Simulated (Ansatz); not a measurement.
# CCl3F: the cost of one run

Computed with Ansatz 0.2.0 (Hartree-Fock, Gaussian basis def2-SVP, and further levels as typed in the inputs, unless a step's input says otherwise).

## 1. The starting structure

Bond lengths: F1–C2 1.360 Å, C2–Cl3 1.775 Å, C2–Cl4 1.775 Å, C2–Cl5 1.775 Å. Angles: F1–C2–Cl3 108.7°, F1–C2–Cl4 108.7°, F1–C2–Cl5 108.7°, Cl3–C2–Cl4 110.2°, Cl3–C2–Cl5 110.2°, Cl4–C2–Cl5 110.2°.

Structure file:

```xyz
5

F    -0.0049    0.0329    1.4301
C    -0.0002    0.0016    0.0700
Cl   -0.7756    1.4782   -0.5370
Cl    1.6809   -0.0833   -0.4926
Cl   -0.9002   -1.4295   -0.4705
```

## 2. Relaxing the atoms: CCl3F

Input file input.yaml:

```yaml
relax:
  f_tol: 0.001
  max_steps: 200
crystal:
  periodic: [false, false, false]
  atoms:
    - { symbol: F, position_ang: [-0.00491, 0.03292, 1.43008] }
    - { symbol: C, position_ang: [-0.00024, 0.00161, 0.07003] }
    - { symbol: Cl, position_ang: [-0.7756, 1.47823, -0.537] }
    - { symbol: Cl, position_ang: [1.68092, -0.08328, -0.49262] }
    - { symbol: Cl, position_ang: [-0.90017, -1.42949, -0.47049] }
basis:
  gaussian: { orbitals: def2-SVP }
hamiltonian:
  xc: hf
```

Run with:

```
ansatz run input.yaml --threads 4 --pin off --max-ram 14336MiB --backend cpu --events-out ev --progress --plain --runs-dir out
```

Q: Estimate wall time and peak memory on 4 threads of Intel Xeon 6975P-C (Granite Rapids), shared host.

About 1.6 s, with a peak of 0.17 GiB.
